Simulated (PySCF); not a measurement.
Gas-phase reaction: BCl + 3 ClF = BF3 + 2 Cl2

Method: PySCF energies plus ideal-gas RRHO corrections (1 bar). 'Table' is the NASA 1993 thermochemical table (part measured, part estimated). After a fit of one offset per element over all species, the range-separated, M06-2X, PBE0/def2-QZVP and CCSD(T)/def2-TZVPP enthalpies, where run, lie to one side of the table for BCl (+35 kJ/mol): a fault of the table's entry, another state or a shared error of the levels is possible; this was not checked at source. † marks an energy on the PBE0/def2-TZVP geometry and frequencies; other levels use their own. MP2 and CCSD(T) freeze the core. All species are closed-shell singlets. For this reaction the table lies outside the span of B3LYP, CCSD(T), M06-2X, MP2, PBE0, r2SCAN, ωB97M-V, ωB97X-V in their largest bases here; which side is off was not settled. MP2 isn't extrapolated to the basis-set limit; its ΔH°(298 K) is -1211.2 kJ in def2-SVP and -1193.8 kJ in def2-TZVPP. CCSD(T) isn't extrapolated to the basis-set limit; its ΔH°(298 K) is -1156.2 kJ in def2-SVP and -1138.2 kJ in def2-TZVPP. The harmonic model lacks anharmonicity and excited electronic states, which grow with temperature; levels with a mode under 35 cm⁻¹ are left out. The table's entry may be an old estimate for BCl, ClF (not checked at source).

```csv
level,"ΔH°(298 K), kJ",minus table,"ΔG°(1800 K), kJ"
table,-1126.2,-,-821.6
CCSD(T)/def2-SVP†,-1156.2,-30.0,-854.6
M06-2X/def2-TZVP†,-1178.2,-52.0,-876.6
MP2/def2-TZVPP†,-1193.8,-67.6,-892.2
PBE/def2-SVP,-1163.5,-37.3,-863.2
r2SCAN/def2-TZVP†,-1168.5,-42.3,-866.9
```
